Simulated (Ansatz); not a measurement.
bcc Rb, treated with r²SCAN0 (Ansatz, a quantum-chemistry and plane-wave program, plane waves, PAW).

Settings: plane-wave cutoff 520 eV, 8×8×8 k mesh, Fermi–Dirac smearing 0.05 eV, scalar-relativistic PAW data made under PBE.

Computed points:

| V (Å³/atom) | E − E_lowest (meV/atom) | P (GPa) |
|---|---|---|
| 91.286 | 2.09 | 0.147 |
| 93.688 | 0.49 | 0.068 |
| 94.851 | 0.12 | 0.033 |
| 96.090 | 0.00 | -0.002 |
| 98.493 | 0.50 | -0.064 |
| 100.895 | 1.87 | -0.119 |

Question: Fit the third-order Birch–Murnaghan equation and give B0 and B′.

Answer: V0 = 96.035 Å³/atom, B0 = 2.63 GPa, B′ = 3.7 (fit to the energies at full precision).

Measured, for comparison: bulk modulus 2.92 GPa (corrected for temperature and zero-point phonon effects, our sources range from 2.92 to 3.60; as tabulated in Levämäki et al. (2014), arXiv:1402.3671); equilibrium volume per atom 86.68 Å³/atom (low-temperature or extrapolated to 0 K; zero-point anharmonic expansion removed; as tabulated in Csonka et al. (2009), arXiv:0903.4037). Computed (rounded) less measured: bulk modulus not scored (sources differ), equilibrium volume per atom +10.8 %.
